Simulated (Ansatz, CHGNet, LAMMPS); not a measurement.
## How well does each level of theory give the equilibrium lattice constant a of rock-salt BaO?

Reference value: 5.54 Å (measured, 300 K, not corrected to a static lattice; as tabulated in Santana et al. (2016), arXiv:1608.06321).

```
level (code)                                value (Å)  difference (%)
------------------------------------------  ---------  --------------
ionic model bush1994 (shell model, LAMMPS)      5.495           -0.81
CHGNet 0.3.0                                    5.622           +1.48
LDA (Ansatz)                                    5.434           -1.91
PBE (Ansatz)                                    5.574           +0.61
PBE-D3(BJ) (Ansatz)                             5.529           -0.20
```

The reference is not for a static lattice or low temperature, so close values are not ranked against it. Off by more than 1.25 %, or 1.75 % on the side where a correction would as a rule narrow the miss (bounds picked here): LDA (-1.91 %), CHGNet 0.3.0 (+1.48 %).

The measured value isn't corrected to a static lattice, so vibrations enter the comparison. A static lattice is as a rule a little smaller than the measured one.  Cutoffs differ between the levels. Ansatz's density-functional and Hartree–Fock values are scalar-relativistic unless marked +SOC, with PAW data made under PBE.

Empirical potentials (ionic model bush1994) are fitted to chosen data: where that held the value shown, agreement is built in, and what lay outside the fit can be far off. Machine-learned potentials (CHGNet 0.3.0) are trained on DFT data: a solid inside that data is no test of them.

Differences are worked out from the printed values.

Ansatz is a program for electronic structure.
